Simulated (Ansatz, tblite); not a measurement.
Removing an electron: LiF₂⁻ (the lowest singlet isomer of a short search). Charge -1, multiplicity 1. Geometry: r2SCAN-D4/def2-TZVPD. Ansatz, gas phase; energy differences of separate SCF runs; the oxidised species was run as a doublet alone.

```xyz
3

Li    0.000    0.000    0.000
F     1.556   -0.341    0.577
F    -1.556    0.341   -0.577
```

The xTB rows come from tblite. Correlated methods freeze 2 core orbitals; core or outer-core shells of Li are correlated, in sets that lack core-valence functions. The structure comes from a short search, and lower isomers may exist.

Estimate orbital energies and vertical ionisation energies at: GFN1-xTB; GFN2-xTB; HF/def2-TZVPPD; PBE-D4/def2-TZVPD; r2SCAN-D4/def2-TZVPD; PBE0-D4/def2-TZVPD; MP2/def2-TZVPPD; CCSD/def2-TZVPPD; CCSD(T)/def2-TZVPPD.


| level | −HOMO (eV) | vertical IE (eV) | −LUMO (eV) | HOMO–LUMO gap (eV) |
| --- | --- | --- | --- | --- |
| GFN1-xTB | 5.56 | 9.77 | -1.07 | 6.62 |
| GFN2-xTB | 4.70 | 9.00 | -3.70 | 8.40 |
| HF/def2-TZVPPD | – | 4.53 | – | – |
| PBE-D4/def2-TZVPD | 1.18 | 4.95 | -3.57 | 4.76 |
| r2SCAN-D4/def2-TZVPD | 1.49 | 5.04 | -3.91 | 5.40 |
| PBE0-D4/def2-TZVPD | 2.99 | 5.43 | -3.83 | 6.83 |
| MP2/def2-TZVPPD | – | 6.75 | – | – |
| CCSD/def2-TZVPPD | – | 6.33 | – | – |
| CCSD(T)/def2-TZVPPD | – | 6.44 | – | – |

 Raw xTB energy differences between charge states are shifted by several eV; the methods need an empirical correction for them.
